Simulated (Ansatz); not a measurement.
Input file:

```yaml
crystal:
  periodic: [false, false, false]
  atoms:
    - {symbol: Al, position_ang: [0.000000, 0.000000, 1.948063]}
    - {symbol: Mg, position_ang: [0.000000, 0.000000, -2.234645]}
    - {symbol: H, position_ang: [0.000000, 2.040120, 3.295199]}
    - {symbol: H, position_ang: [0.000000, -2.040120, 3.295199]}
    - {symbol: H, position_ang: [0.000000, 0.000000, -4.852862]}
basis:
  gaussian: {orbitals: 6-31G}
magnetization: {spin_polarized: true, initial_magnetization: 0}
correlation: {method: mp2, electrons: outside_noble_gas}
```

```sh
$ ansatz run in.yaml --threads 1 --pin off --events-out ev --progress --plain --max-ram 2393MiB
```

Q: Roughly how long does this take on 1 thread of Arm Neoverse V1, shared host, and how much host memory?

A: 0.9 s wall and 0.16 GiB.

```
366 factors; integrals over basis functions are off by at most 1.9e-4 eV
mean field evaluation 1: about -12050.8717 eV, gradient 7.4e0 eV
mean field evaluation 2: about -12050.8748 eV, gradient 7.4e0 eV
mean field evaluation 4: about -12052.4078 eV, gradient 1.3e0 eV
mean field evaluation 8: about -12052.4969 eV, gradient 1.1e-4 eV
mean field evaluation 16: about -12052.6252 eV, gradient 8.7e-1 eV
mean field evaluation 32: about -12053.0582 eV, gradient 6.3e0 eV
mean field evaluation 64: about -12054.2098 eV, gradient 2.6e-1 eV
mean field evaluation 96: about -12052.0497 eV, gradient 4.4e0 eV
mean field evaluation 128: about -12052.4969 eV, gradient 1.7e-5 eV
mean field -12054.42472002 eV, -442.9919376781 hartree, gradient 1.3e-6 eV, S^2 1.555207; 13 other end points of the search recorded, 0 dependent functions left out
10 core orbitals not correlated: weight in the atoms' cores, before any rotation towards them, 1.000 or more for the frozen orbitals, at most 0.000 for the correlated occupied ones
reference -12054.42472002 eV, -442.9919376781 hartree; 4, 4 occupied and 18, 18 virtual orbitals, 366 factors
second order -1.13232417 eV of doubles, -0.00000000 eV of singles
Total energy: -12055.55704419 eV, -443.0335498240 hartree
```
